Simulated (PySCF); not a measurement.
**Neon: a sound run and one with changed settings**

Sound run: Ne [Ne], Ne⁺ [He] 2s2 2p5. All numbers are calculated (PySCF 2.14, scalar relativity by spin-free X2C-1e, in jorge-DZP-DKH). In the sound run the correlated levels freeze 1s2. The sound run starts from symmetry-adapted Hartree-Fock orbitals and uses a fine grid where one is needed.

Changed run: basis STO-3G, all-electron and non-relativistic. This setting is unsound on purpose.

| species | method | sound run (hartree) | changed run (hartree) | converged |
| --- | --- | --- | --- | --- |
| Ne | UHF | -128.65992 | -126.60453 | yes |
| Ne | M06-L | -129.06837 | -126.95987 | yes |
| Ne | PBE | -128.97096 | -126.81068 | yes |
| Ne | MP2 | -128.83331 | -126.60453 | yes |
| Ne⁺ | UHF | -127.93413 | -126.06147 | yes |
| Ne⁺ | M06-L | -128.28332 | -126.35495 | yes |
| Ne⁺ | PBE | -128.18037 | -126.23358 | yes |
| Ne⁺ | MP2 | -128.05359 | -126.06147 | yes |

Ionisation energy of Ne:

```tsv
method	sound run (eV)	changed run (eV)
UHF	19.750	14.777
M06-L	21.362	16.461
PBE	21.513	15.704
MP2	21.217	14.777
SCS-MP2	21.085	14.777
```

A minimal basis cannot let orbitals breathe on ionisation and holds almost no correlation. The Hamiltonian changed with the basis, so the totals do not compare.

For comparison, NIST gives 21.565 eV between the lowest levels.
